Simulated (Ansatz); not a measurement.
Changing the shape of H3O (charge +1), singlet

Program: Ansatz, Gaussian basis, development build. Basis cc-pVDZ, nonrelativistic, 1 orbital frozen in the corrections; active space CAS(8,7). Restricted Hartree–Fock, then the lowest state-specific CASSCF solution met for each case. On stretched bonds single-reference methods can fail or change state. Solutions in different active orbitals can move differences by tenths of an eV and at times more than 1 eV.

Case A:

```xyz
4

O     0.0000    0.0000    0.0804
H     1.0184    0.0000   -0.2145
H    -0.5092    0.8819   -0.2145
H    -0.5092   -0.8819   -0.2145
```

Case B:

```
atom    x (Å)    y (Å)    z (Å)
   O   0.0000   0.0000   0.0685
   H   0.8675   0.0000  -0.1827
   H  -0.4337   0.7513  -0.1827
   H  -0.4337  -0.7513  -0.1827
```

Case C:

| atom | x (Å) | y (Å) | z (Å) |
| --- | --- | --- | --- |
| O | 0.0000 | 0.0000 | 0.0745 |
| H | 0.9429 | 0.0000 | -0.1986 |
| H | -0.4715 | 0.8166 | -0.1986 |
| H | -0.4715 | -0.8166 | -0.1986 |

Energy less that of case A, in eV:

```csv
case,RHF/ROHF
B,-0.233
C,-0.567
```

(1) Give the SC-NEVPT2 energies against case A.

(2) Which case is lowest, and do the methods agree?

Answers

(1) B: +0.271 eV (6.2 kcal/mol); C: -0.317 eV (-7.3 kcal/mol).

(2) C is lowest in SC-NEVPT2. Of the methods shown, RHF/ROHF agrees.
